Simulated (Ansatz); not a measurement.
Energy needed to pull apart CHNO (SMILES N=C=O), closed shell, into free ground-state atoms, from the structure below (at a frame of a short PBE0-D4/def2-SVP trajectory); no zero-point or spin–orbit terms; open-shell atoms are treated unrestricted, in their ground-state multiplicity.

```
4
angstrom
N 0.5568 -0.3243 -0.3321
C -0.4655 0.1993 0.0482
O -1.5360 0.5709 0.3609
H 1.5336 -0.3462 -0.2183
```

Program: Ansatz 0.2.0. Basis: def2-TZVPP. Cores are frozen in the correlated methods.

```csv
method,atomization energy (kcal/mol)
PBE-D4,463.3
r2SCAN-D4,?
PBE0-D4,437.6
wB97M-V,435.4
HF,264.2
MP2,436.8
CCSD,?
CCSD(T),415.0
```

**Question.** What does r2SCAN-D4 give? (To be estimated.)

**Answer.** Computed: 436.8 kcal/mol, which is about 21.8 kcal/mol more than CCSD(T)/def2-TZVPP.

**Question.** What does CCSD give? (An estimate is asked for; the value comes from the calculation.)

**Answer.** The calculation gives: 401.4 kcal/mol, which is about 13.6 kcal/mol less than CCSD(T)/def2-TZVPP.

In triple zeta the MP2 and coupled-cluster atomization energies are still short of their basis limit by a few kcal/mol a bond, whereas those of the functionals are nearly converged, so these differences are not deviations from converged CCSD(T).

The T1 diagnostic stays at or below 0.018.

For scale, one of the runs: CCSD(T)/def2-TZVPP forces, 107 basis functions, launched by `ansatz run in.yaml --threads 2 --pin off --events-out ev --progress --plain --max-ram 3481MiB`. Time: 35 s of wall clock on 2 CPU threads of an Intel Xeon; the host was shared. Peak host memory: 0.63 GiB.
